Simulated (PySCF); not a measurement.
Species: C3H2ClPS.
Bonds: Cl1–C2, C2–P3 (aromatic), P3–C4 (aromatic), C4–C5 (aromatic), C5–S6 (aromatic), C2–S6 (aromatic). Hydrogens: H7 on C4; H8 on C5.

Method: PBE0-D3(BJ)/def2-SVP geometry optimisation, gas phase (PySCF).

Q: What internal coordinates does the optimisation give?

A: 
| bond | length (pm) |
| --- | --- |
| Cl1–C2 | 171.7 |
| C2–P3 | 172.3 |
| P3–C4 | 177.2 |
| C4–C5 | 136.5 |
| C5–S6 | 171.1 |
| C2–S6 | 171.9 |
| C4–H7 | 109.3 |
| C5–H8 | 109.2 |

A selection of angles:
| angle | degrees |
| --- | --- |
| Cl1–C2–P3 | 124.7 |
| Cl1–C2–S6 | 117.1 |
| P3–C2–S6 | 118.2 |
| C2–P3–C4 | 92.3 |
| P3–C4–C5 | 118.0 |
| P3–C4–H7 | 121.3 |
| C5–C4–H7 | 120.7 |
| C4–C5–S6 | 116.3 |
| C4–C5–H8 | 126.3 |
| S6–C5–H8 | 117.4 |
| C2–S6–C5 | 95.2 |

The 6 heavy atoms lie in one plane (0.000 Å rms). The 5-membered ring C2–P3–C4–C5–S6 has internal angles of 92.3° to 118.2°; it is planar, 0.00 Å rms from its mean plane, widest ring torsion 0°. The 2 C–P bonds span 1.723 Å (C2–P3, aromatic) to 1.772 Å (P3–C4, aromatic), a spread of 0.049 Å.

Point group: Cs (tolerance 0.08 Å). Stationary, but not proved a minimum.

Time: 6.4 s wall; peak memory 0.52 GiB. Hardware: one thread, AMD EPYC 9R45 (x86_64), no GPU (shared host). These figures are those of the optimisation.
